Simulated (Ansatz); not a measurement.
# CF, CF2, CHF and more: relaxing the atoms, part 2 of 2

The task, for CF, CF2, CHF and more: 9 runs in a chain (relaxing the atoms).

Ansatz 0.2.0; DFT B3LYP, Gaussian basis def2-TZVPP, and further levels as typed in the inputs.

### Step 9. Relaxing the atoms: C2HF

File input.yaml:

```yaml
relax:
  f_tol: 0.001
  max_steps: 200
crystal:
  periodic: [false, false, false]
  atoms:
    - { symbol: F, position_ang: [0.0, 0.0, -1.825] }
    - { symbol: C, position_ang: [0.0, 0.0, -0.585] }
    - { symbol: C, position_ang: [0.0, 0.0, 0.665] }
    - { symbol: H, position_ang: [0.0, 0.0, 1.745] }
magnetization:
  spin_polarized: true
  initial_magnetization: 1
total_charge: 1
basis:
  gaussian: { orbitals: def2-TZVPP }
hamiltonian:
  xc: { name: B3LYP }
```

Launch:

```bash
$ ansatz run input.yaml --threads 4 --pin off --max-ram 12288MiB --backend cpu --events-out ev --progress --plain --runs-dir out
```

What it wrote, cut to the lines that bear on the results:

```text
Warning: RAYON_NUM_THREADS=4 ignored (pool sized by the plan → 4); use --threads N
[...]
Functional definition: B3LYP
[...]
575 factors; their error is unknown
[...]
mean field -4795.07054060 eV, -176.2155921515 hartree, gradient 3.9e-5 eV, S^2 0.752026; 0 other end points of the search recorded, 0 dependent functions left out
[...]
reference -4795.07071196 eV, -176.2155984487 hartree; 11, 10 occupied and 96, 97 virtual orbitals, 575 factors
relax step   1: F+E_penalty+E_count = -4795.07054060 eV  Δ(F+E_penalty+E_count) = +0.000e0 eV  max|allowed force component| = 1.463e0 eV/Å  Δτ_max = 0.0000 Å  (32 SCF iters, accepted)
[...]
relax step   3: F+E_penalty+E_count = -4795.09295466 eV  Δ(F+E_penalty+E_count) = -1.626e-3 eV  max|allowed force component| = 2.588e-2 eV/Å  Δτ_max = 0.0059 Å  (40 SCF iters, accepted)
[...]
relax step   4: F+E_penalty+E_count = -4795.09295965 eV  Δ(F+E_penalty+E_count) = -4.987e-6 eV  max|allowed force component| = 9.824e-4 eV/Å  Δτ_max = 0.0003 Å  (40 SCF iters, accepted)
575 factors; their error is unknown
[...]
mean field -4795.09295965 eV, -176.2164160362 hartree, gradient 7.5e-6 eV, S^2 0.752009; 1 other end points of the search recorded, 0 dependent functions left out
[...]
reference -4795.09313068 eV, -176.2164223216 hartree; 11, 10 occupied and 96, 97 virtual orbitals, 575 factors
Total energy: -4795.09313068 eV, -176.2164223216 hartree
Atom 0 at    -0.000000    -0.000000    -1.802201 Å, force     0.000000    -0.000000     0.000211 eV/Å
Atom 1 at     0.000000     0.000000    -0.584200 Å, force    -0.000000     0.000000    -0.000193 eV/Å
Atom 2 at     0.000000    -0.000000     0.654513 Å, force    -0.000000     0.000000     0.000964 eV/Å
Atom 3 at    -0.000000     0.000000     1.731888 Å, force     0.000000    -0.000000    -0.000982 eV/Å
Dipole moment:    -0.000000     0.000000     0.652640 e Å
```

Wall time 6.8 s (4 threads of Arm Neoverse N1, shared host); peak memory 0.16 GiB.

The steps of the relaxation:

| step | E - E(step 1) (eV) | largest force component (eV/Å) |
| --- | --- | --- |
| 1 | 0.0000 | 1.4632 |
| 2 | -0.0208 | 0.4684 |
| 3 | -0.0224 | 0.0259 |
| 4 | -0.0224 | 0.0010 |

Step 1 is the start.

Before: Bond lengths: F1–C2 1.240 Å, C2–C3 1.250 Å, C3–H4 1.080 Å. Angles: F1–C2–C3 180.0°, C2–C3–H4 180.0°.

After: Bond lengths: F1–C2 1.218 Å, C2–C3 1.239 Å, C3–H4 1.077 Å. Angles: F1–C2–C3 180.0°, C2–C3–H4 180.0°.

### Step 10. Relaxing the atoms: C2H2F, B3LYP, Gaussian basis def2-TZVPP

File input.yaml:

```yaml
relax:
  f_tol: 0.001
  max_steps: 200
crystal:
  periodic: [false, false, false]
  atoms:
    - { symbol: C, position_ang: [0.0, 0.0, 0.0] }
    - { symbol: C, position_ang: [0.0, 0.0, 1.33] }
    - { symbol: F, position_ang: [0.0, 0.0, 2.56] }
    - { symbol: H, position_ang: [0.95, 0.0, -0.55] }
    - { symbol: H, position_ang: [-0.95, 0.0, -0.55] }
total_charge: 1
basis:
  gaussian: { orbitals: def2-TZVPP }
hamiltonian:
  xc: { name: B3LYP }
```

Launch:

```bash
$ ansatz run input.yaml --threads 4 --pin off --max-ram 12288MiB --backend cpu --events-out ev --progress --plain --runs-dir out
```

What it wrote, cut to the lines that bear on the results:

```text
Warning: RAYON_NUM_THREADS=4 ignored (pool sized by the plan → 4); use --threads N
[...]
[... 1 set-up line as earlier in the session ...]
[...]
634 factors; their error is unknown
[...]
mean field -4813.32841728 eV, -176.8865567439 hartree, gradient 2.3e-5 eV, S^2 0.000000; 0 other end points of the search recorded, 0 dependent functions left out
[...]
reference -4813.32859571 eV, -176.8865633011 hartree; 11, 11 occupied and 110, 110 virtual orbitals, 634 factors
relax step   1: F+E_penalty+E_count = -4813.32841728 eV  Δ(F+E_penalty+E_count) = +0.000e0 eV  max|allowed force component| = 3.753e0 eV/Å  Δτ_max = 0.0000 Å  (31 SCF iters, accepted)
[...]
relax step   5: F+E_penalty+E_count = -4813.49907438 eV  Δ(F+E_penalty+E_count) = -1.431e-4 eV  max|allowed force component| = 1.619e-2 eV/Å  Δτ_max = 0.0025 Å  (35 SCF iters, accepted)
[...]
relax step   6: F+E_penalty+E_count = -4813.49909742 eV  Δ(F+E_penalty+E_count) = -2.304e-5 eV  max|allowed force component| = 7.179e-4 eV/Å  Δτ_max = 0.0014 Å  (35 SCF iters, accepted)
634 factors; their error is unknown
[...]
mean field -4813.49909742 eV, -176.8928291232 hartree, gradient 9.0e-6 eV, S^2 0.000000; 1 other end points of the search recorded, 0 dependent functions left out
[...]
reference -4813.49927348 eV, -176.8928355935 hartree; 11, 11 occupied and 110, 110 virtual orbitals, 634 factors
Total energy: -4813.49927348 eV, -176.8928355935 hartree
Atom 0 at    -0.000000     0.000001     0.031789 Å, force     0.000000    -0.000000     0.000718 eV/Å
Atom 1 at    -0.000000     0.000000     1.292261 Å, force    -0.000000    -0.000000    -0.000551 eV/Å
Atom 2 at     0.000000    -0.000000     2.502287 Å, force    -0.000000     0.000000     0.000535 eV/Å
Atom 3 at     0.946507    -0.000000    -0.518169 Å, force     0.000186    -0.000000    -0.000351 eV/Å
Atom 4 at    -0.946507    -0.000000    -0.518169 Å, force    -0.000186     0.000000    -0.000351 eV/Å
Dipole moment:    -0.000000    -0.000000    -0.511386 e Å
```

Run time: 7.6 s. Hardware: 4 threads of Arm Neoverse N1, shared host; peak memory 0.17 GiB.

Step by step:

| step | energy from step 1 (eV) | largest force component (eV/Å) |
| --- | --- | --- |
| 1 | 0.0000 | 3.7526 |
| 2 | -0.1613 | 1.0606 |
| 3 | -0.1702 | 0.1392 |
| 4 | -0.1705 | 0.0492 |
| 5 | -0.1707 | 0.0162 |
| 6 | -0.1707 | 0.0007 |

Step 1 is the start.

Before: Bond lengths: C1–C2 1.330 Å, C2–F3 1.230 Å, C1–H4 1.098 Å, C1–H5 1.098 Å. Angles: C1–C2–F3 180.0°, C2–C1–H4 120.1°, C2–C1–H5 120.1°, H4–C1–H5 119.9°.

After: Bond lengths: C1–C2 1.260 Å, C2–F3 1.210 Å, C1–H4 1.095 Å, C1–H5 1.095 Å. Angles: C1–C2–F3 180.0°, C2–C1–H4 120.2°, C2–C1–H5 120.2°, H4–C1–H5 119.7°.

### Step 11. The runs side by side

The summary covers parts 1 to 2.

| step | system | level | energy (eV) | charge | 2S+1 typed | ⟨S²⟩ | dipole (D) | bond (Å) | time |
| --- | --- | --- | --- | --- | --- | --- | --- | --- | --- |
| 2 | CF | B3LYP, Gaussian basis def2-TZVPP | -3741.441 | 1 | 1 | 0.00 | n/a | 1.156 | 1.6 s |
| 3 | CF2 | B3LYP, Gaussian basis def2-TZVPP | -6471.052 | 0 | 1 | 0.00 | 0.63 | n/a | 3.4 s |
| 4 | CF2 | unrestricted B3LYP, Gaussian basis def2-TZVPP | -6459.770 | 1 | 2 | 0.75 | n/a | n/a | 4.7 s |
| 5 | CHF | B3LYP, Gaussian basis def2-TZVPP | -3767.941 | 0 | 1 | 0.00 | 1.49 | n/a | 3.2 s |
| 6 | CHF | unrestricted B3LYP, Gaussian basis def2-TZVPP | -3757.990 | 1 | 2 | 0.75 | n/a | n/a | 4.9 s |
| 7 | FH | B3LYP, Gaussian basis def2-TZVPP | -2734.546 | 0 | 1 | 0.00 | 1.85 | 0.922 | 0.8 s |
| 8 | C2H2 | unrestricted B3LYP, Gaussian basis def2-TZVPP | -2093.966 | 1 | 2 | 0.75 | n/a | n/a | 5.2 s |
| 9 | C2HF | unrestricted B3LYP, Gaussian basis def2-TZVPP | -4795.093 | 1 | 2 | 0.75 | n/a | n/a | 6.8 s |
| 10 | C2H2F | B3LYP, Gaussian basis def2-TZVPP | -4813.499 | 1 | 1 | 0.00 | n/a | n/a | 7.6 s |

Totals of different systems or levels have different zeros; only balanced differences at one level mean anything.

The rows set the runs side by side; convergence of the settings was not tested in this session.
